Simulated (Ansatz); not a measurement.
**Worked example: correlation energy of NH, triplet**

Geometry: a PBE0/def2-TZVP stationary point for this spin.

```xyz
2

N     0.0000    0.0000    0.0000
H     0.0000    0.0000    1.0397
```

Basis aug-cc-pVDZ; Ansatz 0.2.0. Correlated methods freeze the noble-gas cores, which leaves 6 electrons in 31 orbitals. R marks a restricted (for open shells ROHF) determinant, U an unrestricted one.

Full CI is exact within this basis and frozen core; it isn't the basis-set limit. The frozen core follows each run's orbitals, which can shift R against U totals by a few meV.

Runs differ by some tens of microhartree through their thresholds and, for an open shell, their frozen cores, so steps under 0.1 kcal/mol mean nothing.

| level | total energy (hartree) |
| --- | --- |
| UHF | -54.971940 |
| UMP2 | -55.082564 |
| UCCSD | -55.103186 |
| UCCSD(T) | -55.105656 |
| UCCSDT | -55.106103 |
| UCCSDT(Q) | -55.106223 |
| full CI | -55.106168 |

**Question.** What is the correlation energy at full CI, and what share of it do UMP2 and UCCSD(T) recover?

**Answer.** E(corr) = -55.106168 − (-54.971940) = -0.134228 hartree = -3.653 eV. UMP2: -0.110624 / -0.134228 = 82.41 %. UCCSD(T): -0.133716 / -0.134228 = 99.62 %.

**Question.** By how many kcal/mol does UCCSD(T) miss full CI (1 hartree = 627.509 kcal/mol), and which steps make up the rest?

**Answer.** -55.105656 − (-55.106168) = 0.000512 hartree = 0.32 kcal/mol. Steps: UCCSDT − UCCSD(T) = -0.28, UCCSDT(Q) − UCCSDT = -0.08, full CI − UCCSDT(Q) = 0.03 kcal/mol. That is within 1 kcal/mol of the reference in this basis, which itself misses far more of the correlation at the basis-set limit.
